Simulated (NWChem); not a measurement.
Basis-set convergence for hydrogen fluoride (HF)

SMILES: F
```xyz
2

F      0.0000     0.0000     0.0932
H      0.0000     0.0000    -0.8391
```
Charge 0, spin multiplicity 1.

All runs are NWChem calculations. Structure: optimised with PBE/def2-SVP, a minimum by its harmonic frequencies.

Quantity: vertical ionisation energy at the level ΔPBE0 (Δ: difference of total energies, the cation a doublet at the parent's geometry with its hole in an orbital of symmetry b2 (C2v labels); it is the state that the SCF runs reached, from PBE0 orbitals for Hartree-Fock references, and need not be the lowest).

The Pople sets run with spherical d functions. No SCF solution was tested for a lower state.

```tsv
basis	functions	vertical ionisation energy (eV)
STO-3G	6	?
3-21G	11	?
6-31G*	16	15.58
pcseg-1	19	?
def2-SVP	19	15.73
6-31+G*	20	16.10
6-311++G**	29	16.08
aug-cc-pVDZ	32	16.10
def2-TZVP	37	15.97
def2-TZVPD	49	16.04
```

Question: Some entries are withheld; supply them.

Answer: 
- STO-3G, vertical ionisation energy (eV): 11.99
- 3-21G, vertical ionisation energy (eV): 14.97
- pcseg-1, vertical ionisation energy (eV): 16.01
